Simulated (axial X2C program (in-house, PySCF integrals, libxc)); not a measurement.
Results of a calculation; reference values are marked as such.
# LiS⁻: input and output of an EOM-EE-CCSD run

Program: an in-house all-electron X2C program for linear molecules (integrals from PySCF).

Input and command:
```json
{"zs": [16, 3], "q": -1, "bas": ["dyall-av3z", "dyall-acv3z"], "r0": 2.18, "eom": "ee", "thr": -2.0, "nmax": 88}
```
```bash
python soeom.py task.json out
```

Keys: zs atomic numbers; q charge; bas basis sets; r0 starting distance in Å; eom kind of EOM run; thr threshold in hartree for freezing inner shells (an s shell follows its p shell); nmax most natural virtual spinors.

Output at R = 2.056 Å (near the PBE0 minimum at charge -1 of the determinant lowest at the starting distance; the state shown can have its own minimum elsewhere), reference LiS⁻:

```
two-component X2C + atomic mean field  HF
basis functions 113  fitting functions 520  grid points 4363
iter        total energy     max residual
   1       -406.029626283     1.20e-01
   2       -406.038352988     4.92e-03
   3       -406.038712814     2.77e-03
   4       -406.038759494     1.07e-03
   5       -406.038770569     1.37e-04
   6       -406.038772978     2.42e-04
   7       -406.038773542     7.28e-05
   8       -406.038773605     1.87e-05
   9       -406.038773616     1.24e-05
  10       -406.038773618     3.24e-06
  11       -406.038773619     3.01e-06
  12       -406.038773619     2.56e-06
  13       -406.038773619     6.01e-07
converged
one-electron -591.64437432  Coulomb 200.43639176  exact exchange -27.12453525  xc functional 0.00000000  nuclear repulsion 12.35433177  atomic mean-field constant -0.06058759
correlated 8  virtual 188  natural virtual 88  E(MP2) -0.210288207  MP2 remainder -0.008582944
iter   CCSD correlation   residual
   1     -0.207407940   1.30e-01
   2     -0.211315176   7.57e-02
   3     -0.213722659   2.81e-02
   4     -0.214039501   1.58e-02
   5     -0.213996856   9.77e-03
   6     -0.213985939   6.65e-03
   7     -0.214015729   4.00e-03
   8     -0.214004848   2.35e-03
   9     -0.214014694   1.43e-03
  10     -0.214024528   8.69e-04
  11     -0.214032393   4.93e-04
  12     -0.214035435   2.90e-04
  13     -0.214036984   1.81e-04
  14     -0.214037430   1.08e-04
  15     -0.214037608   6.89e-05
  16     -0.214037681   5.16e-05
  17     -0.214037728   3.94e-05
  18     -0.214037804   2.78e-05
  19     -0.214037884   2.01e-05
  20     -0.214037899   1.40e-05
(T) -0.013134712  T1 0.0395  D1 0.0646  max T2 0.045
EOM-EE-CCSD roots
2*Omega      energy/Eh   energy/eV  one-particle weight
    0       0.03225694      0.8778      0.915
    0       0.03229947      0.8789      0.914
    0       0.04949688      1.3469      0.919
    0       0.05527780      1.5042      0.915
    0       0.05547355      1.5095      0.910
    2       0.03124697      0.8503      0.914
    2       0.03375014      0.9184      0.908
    2       0.04949274      1.3468      0.919
    2       0.05510280      1.4994      0.915
    4       0.03073263      0.8363      0.915
    4       0.05522419      1.5027      0.914
    4       0.05628864      1.5317      0.914
    6       0.05533256      1.5057      0.915
```
T1 in the output is the amplitude norm over the root of the electron number; divide by √2 for the Lee–Taylor value.

Reference electrons by ω block (each with its −ω partner): 1/2: 8, 3/2: 2. Root energies count from the CCSD energy of the reference. The reference has large amplitudes (orbital relaxation or multireference character). For an anion, roots above electron detachment are held by the basis set. All roots sought are printed; those with a small one-particle weight need a further excitation, are placed far too high, and may in truth lie low or lowest. Inner shells are frozen, and levels at this size can be off by some tenths of an eV.
